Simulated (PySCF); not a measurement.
# Proton affinity of 1,3,5-triazine, site by site

System: 1,3,5-triazine, `c1ncncn1` (C3H3N3). Non-hydrogen atoms are numbered in `[cH:1]1[n:2][cH:3][n:4][cH:5][n:6]1`. These are map numbers, not IUPAC locants.

Computed at PBE0-D3(BJ)/def2-TZVP // PBE0-D3(BJ)/def2-SVP with PySCF (density fitting, grid level 2). Thermal corrections: GFN2-xTB frequencies, unscaled, ideal gas at 298.15 K and 1 bar, quasi-RRHO entropy. These were taken at the GFN2-xTB minima.

| site | product | PA / kJ/mol | GB / kJ/mol |
| --- | --- | --- | --- |
| N2 (pyridine-type nitrogen) | `c1nc[nH+]cn1` | 855 | 827 |

PA is −ΔH and GB is −ΔG of B + H⁺ → BH⁺ in the gas phase. Sites whose products fell apart, merged with another or lost in a GFN2-xTB screen aren't listed.

In 1,4-dioxane the product from N2 is solvated 141 kJ/mol more strongly than the parent (electrostatics only).

Measured values (NIST Chemistry WebBook, evaluated or the median of agreeing entries): proton affinity (−ΔH) 849 kJ/mol (computed 855, difference 6); gas-phase basicity (−ΔG) 820 kJ/mol (computed 827, difference 8).

Structures, frequencies and single points took 56 s of wall time on 1 thread of Intel Xeon @ 2.80GHz (shared host), launched as `OMP_NUM_THREADS=1 python redox_run.py task.json out`.

Differences come from unrounded values, so a last digit can differ from that of the printed terms.
